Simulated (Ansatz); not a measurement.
# C₄H₅N: a ladder of functionals and wavefunction methods

How much do the methods differ for C₄H₅N? The plan is to run it at one geometry with functionals of several rungs and with coupled cluster, and see how far each lands from CCSD(T) at the basis-set limit for the atomisation energy.

Computed with Ansatz 0.2.0, Gaussian basis. Level: functionals in def2-TZVPP, the program's frozen cores in correlated methods.

Levels to be run: LDA (SPW92), PBE-D4, revPBE-D4, BLYP-D4, r2SCAN-D4, B97M-V, PBE0-D4, B3LYP-D4, r2SCANh-D4, r2SCAN0-D4, HSE06-D4, BHLYP-D4, CAM-B3LYP-D4, LC-ωPBE, ωB97X-V, ωB97M-V, B2PLYP, PBE-QIDH; CCSD(T)/def2-SVP; CCSD(T)/def2-TZVPP; MP2/def2-QZVPP; extrapolation to the limit; RPA on PBE.

## Step 1: The relaxed structure

An earlier PBE0-D4 in a triple-zeta def2 set relaxation fixed the geometry.

SMILES `CC1=CC=N1`, 10 atoms, charge 0, spin multiplicity 1.

Atoms are counted from 1 here; the program's logs count them from 0.

Bond lengths: C1–C2 1.460 Å, C1–H6 1.096 Å, C1–H7 1.091 Å, C1–H8 1.095 Å, C2–C3 1.331 Å, C2–N5 1.553 Å, C3–C4 1.528 Å, C3–H9 1.080 Å, C4–N5 1.277 Å, C4–H10 1.090 Å. Angles: C2–C1–H6 109.9°, C2–C1–H7 111.5°, C2–C1–H8 109.9°, H6–C1–H7 109.4°, H6–C1–H8 106.5°, H7–C1–H8 109.5°, C1–C2–C3 141.4°, C1–C2–N5 125.0°, C3–C2–N5 93.6°, C2–C3–C4 84.3°, C2–C3–H9 136.8°, C4–C3–H9 139.0°, C3–C4–N5 97.1°, C3–C4–H10 135.9°, N5–C4–H10 127.0°, C2–N5–C4 85.0°.

## Step 2: LDA

This LDA is Slater exchange with PW92 correlation.

The input, in.yaml:

```yaml
crystal:
  periodic: [false, false, false]
  atoms:
    - {symbol: C, position_ang: [-1.428066, -0.598503, 0.005292]}
    - {symbol: C, position_ang: [-0.081775, -0.033785, -0.021244]}
    - {symbol: C, position_ang: [1.007254, 0.094542, 0.733712]}
    - {symbol: C, position_ang: [1.570442, 0.839547, -0.475079]}
    - {symbol: N, position_ang: [0.539241, 0.731287, -1.221006]}
    - {symbol: H, position_ang: [-2.167355, 0.192104, -0.163845]}
    - {symbol: H, position_ang: [-1.635757, -1.092731, 0.955026]}
    - {symbol: H, position_ang: [-1.547598, -1.316201, -0.813665]}
    - {symbol: H, position_ang: [1.316264, -0.199536, 1.726172]}
    - {symbol: H, position_ang: [2.510550, 1.332074, -0.722463]}
basis:
  gaussian: {orbitals: def2-TZVPP}
hamiltonian: {xc: lda}
output: {orbitals: {seedname: orbitals}}
```

Started as:

```
$ ansatz run in.yaml --threads 2 --pin off --events-out ev --progress --plain --max-ram 4352MiB
```

The runs that follow: PBE-D4 (GGA); revPBE-D4 (GGA); BLYP-D4 (GGA); r2SCAN-D4 (meta-GGA); B97M-V (meta-GGA); PBE0-D4 (hybrid); B3LYP-D4 (hybrid); r2SCANh-D4 (hybrid); r2SCAN0-D4 (hybrid); HSE06-D4 (hybrid); BHLYP-D4 (hybrid); CAM-B3LYP-D4 (range-separated); LC-ωPBE (range-separated); ωB97X-V (range-separated); ωB97M-V (range-separated); B2PLYP (double hybrid); PBE-QIDH (double hybrid); CCSD(T) in def2-SVP; CCSD(T) in def2-TZVPP; MP2 in def2-QZVPP; RPA on PBE orbitals.

**Question.** What will the summary of the whole plan be? Wanted: atomisation energy, CCSD(T)/CBS; farthest beyond LDA; mean size of error, GGA; mean size of error, meta-GGA; mean size of error, hybrid; mean size of error, range-separated; mean size of error, double hybrid; gap, smallest and largest; T1 diagnostic.

**Answer**, as computed:

| quantity | value |
| --- | --- |
| atomisation energy, CCSD(T)/CBS | 4168.0 kJ/mol |
| functionals within 20.8 kJ/mol (0.5 %) | r2SCAN-D4, B97M-V, B3LYP-D4, ωB97X-V, PBE-QIDH |
| farthest beyond LDA | PBE-D4 (+182.1 kJ/mol) |
| mean size of error, GGA | 93.6 kJ/mol |
| mean size of error, meta-GGA | 11.9 kJ/mol |
| mean size of error, hybrid | 67.0 kJ/mol |
| mean size of error, range-separated | 21.0 kJ/mol |
| mean size of error, double hybrid | 14.4 kJ/mol |
| gap, smallest and largest | 2.18 eV (LDA (SPW92)), 9.56 eV (LC-ωPBE) |
| T1 diagnostic | 0.0194 |
| triples share of the correlation energy | 4.9 % |

The LDA atomisation energy is off by 709.0 kJ/mol (17 %): it overbinds. PBE-D4 misses by +182.1 kJ/mol. Double hybrids carry the basis error of their MP2 part in triple zeta, and no dispersion term here, so their miss is partly the set-up's. The rungs meta-GGA, double hybrid miss on average by less than the doubt on the reference (20.8 kJ/mol), so they tie; GGA functionals have the largest mean beyond LDA (93.6 kJ/mol). The reference freezes the cores and leaves out relativity and excitations past (T), so misses under about 20.8 kJ/mol can't be ranked. Hartree-Fock recovers 69 % of the binding; the rest is correlation. CCSD(T) in def2-SVP is off by -183.8 kJ/mol, which most functionals beat. The gap grows from 2.2 to 9.6 eV across the functionals, mostly with the share of exact exchange. The restricted reference is unstable towards a spin-broken one.
